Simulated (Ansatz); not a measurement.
Rutile MnF2, treated with rVV10 in Ansatz (PAW).

Settings: plane-wave cutoff 520 eV, 8×8×10 k mesh (along the axes of the cell as run), Fermi–Dirac smearing 0.01 eV, spin-polarised with opposed moments, scalar-relativistic PAW data made under PBE.

Results at a series of volumes:

| V (Å³/atom) | E − E_lowest (meV/atom) | P (GPa) |
|---|---|---|
| 12.762 | 6.51 | 4.08 |
| 13.027 | 1.56 | 1.92 |
| 13.293 | 0.00 | -0.01 |
| 13.559 | 1.48 | -1.74 |
| 13.825 | 5.66 | -3.27 |

Question: Estimate the bulk modulus from the pressures at 13.027 and 13.559 Å³/atom, and compare it with a fit to all energies.

Answer: B = −V dP/dV. Between V = 13.027 and 13.559 Å³/atom, dP/dV = (-1.74 − (1.92))/(13.559 − 13.027) = -6.88 GPa per Å³/atom; at the midpoint 13.293 Å³/atom this gives B ≈ 91.5 GPa. The third-order Birch–Murnaghan fit gives V0 = 13.292 Å³/atom, B0 = 91.3 GPa, B′ = 4.6, which lies within 1 % of that estimate.

Shape and atoms are relaxed at each volume.

Note: without U or exact exchange, gaps and moments of open d shells tend to come out too small; the bulk modulus comes from volumes at which shape and atoms were relaxed.

The computed numbers hold no vibrational or temperature effects.

Computing time: about 22 core-minutes (a rough figure).

Ansatz is an electronic-structure program.
